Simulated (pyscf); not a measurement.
cyclopropane (SMILES C1CC1) + water (H₂O) → H₃C–CH₂–CH₂–OH, a concerted two-bond exchange (singlet surface; C–C, H–O broken, C–O, C–H formed). Optimised with ωB97X-D3(BJ)/def2-SVP in PySCF. MP2 and CC: frozen core, UHF for open shells. ΔMP2 is the change of the MP2 total energy from the triple- to the quadruple-zeta basis. Energies in kcal/mol from the separated reactants.

Small-basis levels: PySCF, no dispersion term, spherical d functions. 

Question: Quick HF/6-31G* single points give ΔE‡ = 103.0 kcal/mol and ΔE = -26.1 kcal/mol. What does CCSD(T)/def2-TZVPP + ΔMP2(QZVPP) give, and how far is the quick result from it?

Answer: CCSD(T)/def2-TZVPP + ΔMP2(QZVPP) gives ΔE‡ = 84.4 kcal/mol and ΔE = -19.1 kcal/mol. HF/6-31G* lies 18.6 kcal/mol over it in the barrier and 6.9 kcal/mol under it in the reaction energy, so on this step it does not hold to within 3.0 kcal/mol. CCSD(T)/def2-TZVPP + ΔMP2(QZVPP) has limits of its own. From the product side, •H₂C–CH₃ + •H₂C–OH lies, by one bond made or cut, 11.8 kcal/mol under this saddle at ωB97M-D3(BJ). The same reactants have a lower exit, to cyclopropane + H₂O (barrier +72.6 kcal/mol at ωB97M-D3(BJ), against +81.9 kcal/mol here). cyclopropane lies 6.6 kcal/mol over its isomer H₂C=CH–CH₃ (electronic energy, ωB97M-D3(BJ)). This is the saddle that the search found; another between the same sides may lie lower. The CCSD(T) − MP2 part came from Ansatz, without density fitting, on the same reference.
